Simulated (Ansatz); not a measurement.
AlH2PSi: where a starting geometry ends

The starting geometry of this gas-phase singlet was optimised with GFN2-xTB.

```
atom    x (Å)    y (Å)    z (Å)
  Al  -1.3722  -1.5130   0.7086
   P   0.2719  -0.0258   0.0738
  Si   0.9213  -1.9508  -0.5238
   H  -2.6876  -1.1551   1.4551
   H  -1.4167  -3.0650   0.4795
```

Problem. Predict what becomes of its bonds when it is optimised with r2SCAN-D4/def2-SVP.

Solution. A new bond forms, giving a structure with H5 bridging Si3 and Al1, given below by its coordinates. Distances that change by over a tenth: Al1–H5 (1.57 → 1.74 Å). Contacts that close: Si3–H5 (2.78 → 1.74 Å).

The energy falls by 0.31 eV over 13 steps:

```
step  E − E(last) (eV)
   1             0.306
   2             0.189
   4             0.170
   5             0.132
   6             0.061
   8             0.015
   9             0.008
  10             0.001
  12             0.000
  13             0.000
```

Final geometry (Å):

| atom | x (Å) | y (Å) | z (Å) |
| --- | --- | --- | --- |
| Al | -1.4305 | -1.2181 | 0.7839 |
| P | 0.3330 | -0.1252 | 0.0429 |
| Si | 0.5719 | -2.2525 | -0.4063 |
| H | -2.8326 | -1.3126 | 1.4918 |
| H | -0.9251 | -2.8013 | 0.2808 |

Frequencies at the end are all real (lowest 378 cm⁻¹). Run with Ansatz 0.2.0, 55 s on 1 thread of AMD EPYC (Zen 3), with other jobs on the host.
